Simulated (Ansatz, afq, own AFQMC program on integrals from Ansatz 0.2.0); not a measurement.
**Where AFQMC and coupled cluster stand for HBrCl, doublet**

```xyz
3

Cl    0.0000    0.0000   -1.7253
H     0.0000    0.0000   -0.1203
Br    0.0000    0.0000    1.8457
```

Connectivity, by distances: Cl ··· Br, 1 bridging H.

Basis cc-pVTZ. Noble-gas cores (and the filled d shells of Ga–Kr and In–Xe) are frozen. Ansatz 0.2.0 and our own AFQMC program on the same integrals; the CISD trial comes from CCSD amplitudes, and released means the phaseless constraint is let go. ± is one standard error of the sampling. No spin–orbit coupling.

Determinant: UHF, the one that the program's search chose, which needn't be the lowest solution. The geometry is a point of a scan.

No full CI on the walks' own integrals is used here; CCSDT(Q) serves as the reference and is uncertain by about the last step of the cluster series.

Cautions: no relativity below Rb; no spin-orbit coupling; inner d shell frozen.

```
T1 diagnostic                               : 0.0096
weight of the determinant in the CISD state : 0.855
⟨S²⟩ of the determinant                     : 0.760
size of the correlated space                : 15 electrons in 72 orbitals
```

Reference: CCSDT(Q), correlation energy -10.933 eV. The released energy is read at 1.50 1/Eh (meV from the phaseless value at times in 1/Eh: -9 ± 7 at 0.24, -10 ± 5 at 0.51, -18 ± 6 at 0.99, -18 ± 12 at 1.50).

```json
{"level": "HF", "E − E(reference) (mEh)": "401.78", "share of correlation (%)": "0.00"}
{"level": "MP2", "E − E(reference) (mEh)": "53.36", "share of correlation (%)": "86.72"}
{"level": "CCSD", "E − E(reference) (mEh)": "16.23", "share of correlation (%)": "95.96"}
{"level": "CCSD(T)", "E − E(reference) (mEh)": "1.79", "share of correlation (%)": "99.55"}
{"level": "CCSDT", "E − E(reference) (mEh)": "0.66", "share of correlation (%)": "99.84"}
{"level": "ph-AFQMC/CISD", "E − E(reference) (mEh)": "0.61 ± 0.23", "share of correlation (%)": "99.85"}
{"level": "released AFQMC", "E − E(reference) (mEh)": "-0.06 ± 0.43", "share of correlation (%)": "100.02"}
```

A walk keeps the symmetry of its determinant, which the program's search chose and which needn't be the lowest solution, so a lower state of the same spin and another symmetry isn't excluded. Released energies are given only where the last usable release times agree within the noise; a slower fall can still hide under it.
